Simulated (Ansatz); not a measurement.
We consider fluorite CdF2, described by PBE (plane waves, PAW; Ansatz, a quantum-chemistry and plane-wave program).

Settings: plane-wave cutoff 520 eV, 12×12×12 k mesh, Fermi–Dirac smearing 0.01 eV, scalar-relativistic PAW data made under PBE.

Energies at three volumes about the minimum:

```csv
V (Å³/atom),E − E_lowest (meV/atom)
13.448,1.68
13.723,0.00
13.997,1.53
```

Question: Fit a parabola by hand: where is the minimum, what lattice constant follows, and what is the bulk modulus?

Answer: Slopes: (0.00 − 1.68)/(13.723 − 13.448) = -6.109 and (1.53 − 0.00)/(13.997 − 13.723) = 5.584 meV/Å³. Curvature E″ = 2 × (5.584 − (-6.109))/(13.997 − 13.448) = 42.597 meV/Å⁶. From the middle of the first interval, the slope vanishes at V0 = 13.5855 − (-6.109)/42.597 = 13.729 Å³/atom. B = V0 E″ = 13.729 × 42.597 meV/Å³ × 0.1602 GPa per meV/Å³ = 93.7 GPa. With 12 atoms in the cube, a = (12 × 13.729)^(1/3) = 5.482 Å. The full Birch–Murnaghan fit to all volumes gives V0 = 13.724 Å³/atom and B0 = 93.5 GPa.

Measured, for comparison: lattice constant a 5.388 Å (temperature not stated, copied from a table, unchecked, no zero-point or thermal correction; as tabulated in Crystal Structures 1, 239 (1963)).
